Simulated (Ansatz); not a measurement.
Ansatz (an electronic-structure program) input (RI-MP2/aug-cc-pVQZ):
A basis named .json is the Basis Set Exchange file of that set.

Ansatz 0.2 input:
```yaml
crystal:
  periodic: [false, false, false]
  atoms:
    - {symbol: F, position_ang: [0.03923562, 1.10057360, -0.27954166]}
    - {symbol: O, position_ang: [-0.01962367, 0.00815420, 0.59730772]}
    - {symbol: F, position_ang: [-0.02179237, -1.10782178, -0.25139853]}
basis:
  gaussian:
    orbitals: aug-cc-pVQZ
    fitting: {mean_field: def2-universal-jkfit, correlation: aug-cc-pVQZ-RIFIT.json}
magnetization: {spin_polarized: false}
correlation: {method: mp2, electrons: outside_noble_gas}
```

End of the output:

```
integrals: 0.17 GiB planned
231 factors; integrals over basis functions are off by at most 1.4e0 eV
mean field: 0.43 GiB planned
mean field evaluation 1: about -7442.2311 eV, gradient 3.7e1 eV
mean field evaluation 2: about -7443.3492 eV, gradient 3.0e1 eV
mean field evaluation 4: about -7444.5302 eV, gradient 1.7e0 eV
mean field evaluation 8: about -7444.5420 eV, gradient 2.4e-6 eV
mean field -7444.54200641 eV, -273.5818726436 hartree, gradient 1.9e-6 eV, S^2 0.000000; 0 other end points of the search recorded, 0 dependent functions left out; unrestricted orbitals would lower it
3 core orbitals not correlated
504 factors; their error is unknown
reference -7444.54200641 eV, -273.5818726436 hartree; 10, 10 occupied and 227, 227 virtual orbitals, 504 factors
second order -22.66659348 eV of doubles, -0.00000000 eV of singles
Total energy: -7467.20859989 eV, -274.4148545901 hartree
```
